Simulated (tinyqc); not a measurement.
Pariser-Parr-Pople SCF with singles CI, for the molecule O=CC=O (SMILES; centres numbered as the heavy atoms are written), step by step. One step of it, computed by the program tinyqc.

Question. Singles CI, triplets. Over the 4 single excitations with the smallest orbital gaps: A = (e_a - e_i) delta - (ij|ab), with (pq|rs) = sum c_mp c_mq gamma_mn c_nr c_ns.

orbital energies (eV): -14.551151  -12.688415  -3.931156  -0.356955

coefficients:
```
         MO1        MO2        MO3        MO4
1O  0.506668   0.634534  -0.493242  -0.312036
2C  0.493242   0.312036   0.506668   0.634534
3C  0.493242  -0.312036   0.506668  -0.634534
4O  0.506668  -0.634534  -0.493242   0.312036
```

repulsion gamma_rs (eV):
```
           1O         2C         3C         4O
1O  15.200000   5.772710   4.092353   3.095325
2C   5.772710  11.130000   5.346327   4.092353
3C   4.092353   5.346327  11.130000   5.772710
4O   3.095325   4.092353   5.772710  15.200000
```

Give: triplet CI matrix; triplet excitation energies.

Answer.

triplet CI matrix (eV):
```
         2>3      1>3      2>4      1>4
2>3   1.8426   0.0000   0.0000  -2.1973
1>3   0.0000   3.8086  -2.1973   0.0000
2>4   0.0000  -2.1973   6.2196   0.0000
1>4  -2.1973   0.0000   0.0000   7.5450
```

triplet excitation energies (eV): 1.0942  2.5079  7.5203  8.2934
